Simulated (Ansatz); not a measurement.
```yaml
crystal:
  periodic: [false, false, false]
  atoms:
    - {symbol: Y, position_ang: [-0.643879, -0.000948, -0.292085]}
    - {symbol: Si, position_ang: [1.862669, 0.002974, 0.920884]}
    - {symbol: H, position_ang: [2.445772, 1.111156, 0.048502]}
    - {symbol: H, position_ang: [2.445976, -1.110392, 0.055265]}
basis:
  gaussian: {orbitals: def2-TZVP}
magnetization: {spin_polarized: true, initial_magnetization: 1}
hamiltonian: {xc: pbe0}
relax: {f_tol: 0.004, max_steps: 80}
```

```sh
$ ansatz run in.yaml --threads 1 --pin off --events-out ev --progress --plain --max-ram 2176MiB
```

Steps of the relaxation (energy above the last step; positions in Å, forces in eV/Å):

```
4
step 1, 700.2 meV
Y    -0.644   -0.001   -0.292    0.461    0.001    0.161
Si    1.863    0.003    0.921   -0.176   -0.001   -0.319
H     2.446    1.111    0.049   -0.142    0.135    0.079
H     2.446   -1.110    0.055   -0.142   -0.134    0.079
```

```
4
step 2, 657.0 meV
Y    -0.555   -0.001   -0.281    0.148    0.000    0.006
Si    1.876    0.003    0.891   -0.004    0.000    0.071
H     2.395    1.177    0.058   -0.072   -0.124   -0.038
H     2.395   -1.177    0.065   -0.072    0.123   -0.039
```

```
4
step 3, 636.7 meV
Y    -0.494   -0.001   -0.280    0.017    0.000   -0.105
Si    1.881    0.003    0.918    0.193    0.001    0.284
H     2.362    1.162    0.044   -0.105   -0.045   -0.089
H     2.362   -1.161    0.051   -0.105    0.045   -0.090
```

```
4
step 8, 64.2 meV
Y     0.149   -0.001   -0.350   -1.137   -0.002   -0.469
Si    2.150    0.004    1.193    0.397    0.000    0.026
H     1.906    1.013   -0.058    0.370    0.140    0.221
H     1.906   -1.013   -0.052    0.369   -0.138    0.222
```

```
4
step 12, 0.0 meV
Y     0.071   -0.001   -0.367   -0.002    0.000   -0.002
Si    2.152    0.004    1.173    0.002    0.000    0.000
H     1.944    1.036   -0.040    0.000   -0.003    0.001
H     1.944   -1.036   -0.033    0.000    0.003    0.001
```

Close pairs at the end: Si2–H3 1.606 Å, Si2–H4 1.606 Å, Y1–H3 2.166 Å, Y1–H4 2.166 Å, Y1–Si2 2.589 Å.

A stationary point of unrestricted PBE0 after 12 steps, with ⟨S²⟩ = 0.758 against 0.75 for a pure state; no frequencies were run, so it isn't proven a minimum. 51 s on 1 thread of Intel Xeon 6975P-C, shared host.
